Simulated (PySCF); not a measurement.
Ketene, C2H2O.
Atom-mapped SMILES: `[CH2:1]=[C:2]=[O:3]` (hydrogens: H4, H5 on C1)

Cartesian coordinates in Å at the BHandHLYP/def2-TZVP level; atoms count from 1:
```
atom  x, y, z in Å
C1    -0.5030    0.0694    0.1719
C2     0.7155   -0.0966   -0.2515
O3     1.7886   -0.2425   -0.6241
H4    -1.1713   -0.7674    0.1934
H5    -0.8207    1.0403    0.4935
```

Method: BHandHLYP/def2-TZVP geometry optimisation, gas phase (PySCF).

Masses are those of the commonest isotopes; rigid-rotor values at the optimised geometry. 

What are A, B and C (MHz)?

Ia = 1.75, Ib = 47.98, Ic = 49.74 u·Å²; 505379 MHz·u·Å²/I gives A = 288130, B = 10532, C = 10161 MHz.

Classify the top.

A near-prolate asymmetric top: κ = (2 × 10532 − 288130 − 10161)/(288130 − 10161) = -1.00.

Is it planar, by Δ = Ic − Ia − Ib?

Planar: Δ = Ic − Ia − Ib = 0.00 u·Å². For a rigid frame Δ = −2 Σ m c², so it vanishes when all atoms lie in the ab plane; here none is more than 0.01 Å from it.

Where do the levels up to J = 3 lie, in MHz?

Above 0(0,0):
J = 1: 1(0,1) 20694, 1(1,1) 298291, 1(1,0) 298663
J = 2: 2(0,2) 62080, 2(1,2) 339307, 2(1,1) 340421, 2(2,1) 1173214, 2(2,0) 1173215
J = 3: 3(0,3) 124159, 3(1,3) 400830, 3(1,2) 403059, 3(2,2) 1235295, 3(2,1) 1235297, 3(3,1) 2624213, 3(3,0) 2624213
The levels of one J sum to (2J + 1)J(J + 1)(A + B + C)/3.

Which lines would a microwave search look for?

The dipole components are |μa| = 1.50 D, |μb| = 0.00 D, |μc| = 0.00 D; the symmetry axis of this C2v structure is a, so μb and μc vanish by symmetry and there are no b-type or c-type lines. Some lines, for components of 0.1 D or more:

| type | branch | J(Ka,Kc) | MHz | lower level (cm⁻¹) |
| --- | --- | --- | --- | --- |
| a | Q | 1(1,0) ← 1(1,1) | 371 | 9.950 |
| a | Q | 2(1,1) ← 2(1,2) | 1114 | 11.318 |
| a | R | 1(0,1) ← 0(0,0) | 20694 | 0.000 |
| a | R | 2(1,2) ← 1(1,1) | 41016 | 9.950 |
| a | R | 2(0,2) ← 1(0,1) | 41387 | 0.690 |
| a | R | 2(1,1) ← 1(1,0) | 41758 | 9.962 |

Estimate the classical rotational partition function at 100 K and 298.15 K.

Point group C2v, symmetry number σ = 2; q = (√π/σ)·√((kT/h)³/(ABC)), k/h = 20836.6 MHz/K: 480 at 100 K, 2470 at 298.15 K.

Stationary, but not proved a minimum. These are rigid-rotor constants of the computed structure; measured ground-state constants (B0) also hold zero-point vibration.
